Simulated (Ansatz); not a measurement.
# SiH₂Cl₂: one structure at several levels

One table from this session's results is given with a row withheld; the runs are named, their logs left out.

Program: Ansatz 0.2.0, Gaussian basis. Level of theory: single points in def2-TZVPP. These are calculated values, not measurements.

Cores are frozen in the correlated methods.

## The starting structure

5 atoms, charge 0, spin multiplicity 1.

Atoms are counted from 1 here; the program's logs count them from 0.

Bond lengths: Si1–Cl2 1.857 Å, Si1–H3 1.553 Å, Si1–H5 1.344 Å, H3–Cl4 1.515 Å. Angles: Cl2–Si1–H3 126.8°, Cl2–Si1–H5 101.8°, H3–Si1–H5 121.8°, Si1–H3–Cl4 115.1°.

As a file:

```xyz
5
Cl2H2Si
Si   -0.32900    0.54820    0.28470
Cl    0.65100    1.87170   -0.57280
H     0.22810   -0.74550    0.93900
Cl    0.72550   -1.79540   -0.03300
H    -1.47180    0.54970   -0.42240
```

The first run:

Input file run/in.yaml:

```yaml
crystal:
  periodic: [false, false, false]
  atoms:
    - {symbol: Si, position_ang: [-0.329000, 0.548200, 0.284700]}
    - {symbol: Cl, position_ang: [0.651000, 1.871700, -0.572800]}
    - {symbol: H, position_ang: [0.228100, -0.745500, 0.939000]}
    - {symbol: Cl, position_ang: [0.725500, -1.795400, -0.033000]}
    - {symbol: H, position_ang: [-1.471800, 0.549700, -0.422400]}
basis:
  gaussian: {orbitals: def2-TZVPP}
correlation: {method: ccsd_t}
output: {forces: true}
```

The command line of these runs was not kept.

Steps of the session up to this table: CCSD(T)/def2-TZVPP; PBE0-D4/def2-TZVPP; wB97M-V/def2-TZVPP; r2SCAN-D4/def2-TZVPP; PBE-D4/def2-TZVPP; BLYP-D4/def2-TZVPP; SPW92/def2-TZVPP.

One of the session's tables, all rows but one given; the rest of the session is left out.

| method | RMS force component (eV/Å) | angle to CCSD(T) forces (°) | dipole (D) |
| --- | --- | --- | --- |
| CCSD(T) | 2.229 | reference | 2.41 |
| PBE0-D4 | ? | ? | ? |
| wB97M-V | 2.158 | 1.4 | 2.63 |
| r2SCAN-D4 | 2.195 | 2.6 | 2.39 |
| PBE-D4 | 2.278 | 2.6 | 2.26 |
| BLYP-D4 | 2.335 | 3.9 | 2.29 |
| SPW92 | 2.127 | 5.4 | 2.26 |

Estimate the missing values for PBE0-D4.

The run gave: RMS force component (eV/Å): 2.160; angle to CCSD(T) forces (°): 2.6; dipole (D): 2.50. In the column «RMS force component (eV/Å)» it lies between wB97M-V (2.158) and r2SCAN-D4 (2.195).
